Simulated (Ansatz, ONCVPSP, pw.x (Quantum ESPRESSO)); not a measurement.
**Equation-of-state test of one ONCV potential (Ru (Z = 44))**

```
Element                 : ruthenium (Ru)
Generator               : ONCVPSP 4.0.1.1 (patched build)
Type                    : optimised norm-conserving Vanderbilt (ONCV)
Functional              : PBEsol
Relativity              : scalar-relativistic
Frozen core             : [Ar] 3d10
Valence charge          : 16
Reference configuration : 4s2 4p6 4d7 5s1
Partial waves           : 4s+5s: rc 1.55 bohr, ncon 4, nbas 8, qcut 6.1 1/bohr, 2 projectors; 4p: rc 1.70 bohr, ncon 4, nbas 8, qcut 7.1 1/bohr, 2 projectors, debl 2.9 Ha; 4d: rc 1.55 bohr, ncon 5, nbas 10, qcut 9.7 1/bohr, local
Local potential         : the d channel
Core correction         : none
```

Crystal test: bcc Ru in pw.x 7.5, no spin, 15³ k-points, Fermi–Dirac smearing 0.01 Ry, cutoffs 145/580 Ry. The reference is all-electron LAPW (Ansatz 0.2.0) with the same functional, mesh and smearing; V0 and B0 come from Birch–Murnaghan fits to the pressures at five volumes. Errors are pseudo minus all-electron; Δ is the rms difference of the E(V) curves that follow from these fits, minima aligned, over ±6 % about the mean V0. Mesh and smearing are coarse, so the numbers serve the comparison and aren't converged zero-temperature values; the lattice is a test structure that the element need not adopt.

```tsv
V (Å³/atom)	P all-electron (GPa)	P pseudo (GPa)
13.080	18.34	19.38
13.424	8.71	9.64
13.768	0.38	1.21
14.112	-6.82	-6.08
14.456	-13.03	-12.38
```

All-electron: a0 = 3.021 Å (V0 = 13.79 Å³/atom), B0 = 307.4 GPa.

Pseudopotential: mean pressure error (GPa): +0.84; a0 (Å): 3.024; a0 error (%): +0.09; B0 error (%): -0.0; Δ (meV/atom): 2.5. Atomic configuration tests: 1 of 4 tests not solved or not reliable.

Task: At the middle volume, how do free energy and pressure move when the wave cutoff is lowered (ecutrho kept at four times it)?

Result:

```json
{"cutoff (Ry)": "65", "shift of F (meV/atom)": "+26.1", "shift of P (GPa)": "-1.45"}
{"cutoff (Ry)": "87", "shift of F (meV/atom)": "+7.5", "shift of P (GPa)": "-0.04"}
{"cutoff (Ry)": "116", "shift of F (meV/atom)": "+4.7", "shift of P (GPa)": "+0.07"}
```

The run at the middle volume (120 k-points, 8 iterations) took about 1.7 min on one core of a shared host (Neoverse-N1, 64 threads, 124 GiB, load 49).
